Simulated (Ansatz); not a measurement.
# How far each method lies from RCCSDT(Q) for PH4⁺, singlet

Geometry: displaced at random from a stationary point.

```xyz
5

P     0.0106    0.0056    0.0013
H     0.6529    0.8242    0.8214
H    -0.8887   -0.8247    0.8135
H    -0.8009    0.7333   -0.7897
H     0.7125   -0.9040   -0.8847
```

Basis cc-pVTZ; Ansatz 0.2.0. Only valence electrons are correlated (noble-gas cores frozen), which leaves 8 electrons in 85 orbitals. R marks a restricted (for open shells ROHF) determinant. Active spaces: valence = (8e, 8o) chosen from the atoms' valence shells.

Full CI isn't at hand for all of this; RCCSDT(Q) serves as the reference, and is uncertain by about the last step of the cluster series.

The UHF ⟨S²⟩ is 0.000 and the T1 diagnostic (RCCSD) is 0.0113. The largest doubles amplitude (RCCSD) is 0.047.

| level | E − E(RCCSDT(Q)) (kJ/mol) | share of correlation (%) | wall time |
| --- | --- | --- | --- |
| RHF | 515.0 | 0.00 | – |
| RMP2 | 93.2 | 81.89 | – |
| RCCSD | 15.6 | 96.97 | – |
| RCCSD(T) | 2.4 | 99.54 | 1.2 s |
| BCCD(T) | 2.3 | 99.55 | 1.5 s |
| RCCSDT | 0.4 | 99.93 | – |
| CASSCF (valence space) | 349.3 | 32.17 | – |
| NEVPT2 (valence space) | 101.4 | 80.31 | 3.9 s |

The correlation energy at RCCSDT(Q), counted from RHF, is -5.337 eV. That run took 2 min on 1 thread of Arm Neoverse V2, shared host.

Times hold each run's SCF and search for its determinant on a shared host, so for small cases they say little of a method's own cost; they ran on 1 thread of Arm Neoverse V2.

Natural occupations of CASSCF (valence space) about the gap: 1.987 1.980 1.976 1.972 0.028 0.023 0.018 0.015; effectively unpaired electrons, Σ n²(2−n)², 0.01.
